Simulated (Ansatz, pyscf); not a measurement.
`[CH3][BH][NH2]` → `[BH]=[NH]` + `[CH4]`, an elimination on the singlet surface: B–C, H–N broken, C–H formed. Structures and frequencies: ωB97X-D3(BJ)/def2-SVP in PySCF. Wave-function energies: Ansatz (a first-principles code), frozen core, RHF or UHF references. In kcal/mol, from the reactant's lowest minimum found.

Cost: rough CPU time of the saddle's run relative to CCSD(T)/cc-pV(D+d)Z, from one job on a shared machine, with the HF step and its search for lower states.

| level | barrier | reaction energy | cost |
|---|---|---|---|
| ωB97M-D3(BJ)/def2-TZVP | 80.75 | +33.04 | – |
| ωB97X-D3(BJ)/def2-TZVP | 82.68 | +35.32 | – |
| CCSD(T)/cc-pV(D+d)Z | 82.48 | +30.85 | 1 |
| CCSDT(Q)/cc-pV(D+d)Z | ___ | ___ | 200 |
| CCSD(T)/cc-pV(T+d)Z | 81.96 | +32.22 | 12 |
| CCSD(T)/cc-pV(Q+d)Z | ___ | +32.18 | – |

Problem. Complete the blanks.

Solution. 
- CCSDT(Q)/cc-pV(D+d)Z, barrier: 82.19
- CCSDT(Q)/cc-pV(D+d)Z, reaction energy: +30.63
- CCSD(T)/cc-pV(Q+d)Z, barrier: 81.60

In cc-pV(D+d)Z, going from CCSD(T) to CCSDT(Q) shifts the barrier by -0.29 and the reaction energy by -0.22 kcal/mol. With HF in the quadruple-zeta basis and the correlation energy extrapolated as X⁻³ from X = 3, 4, CCSD(T) gives 81.49 and +32.40; adding the double-zeta shift gives ΔE‡ = 81.20 and ΔE = +32.18 kcal/mol, without core correlation, relativity or geometry relaxation at these levels. This is the saddle that the search found; another between the same sides may lie lower.
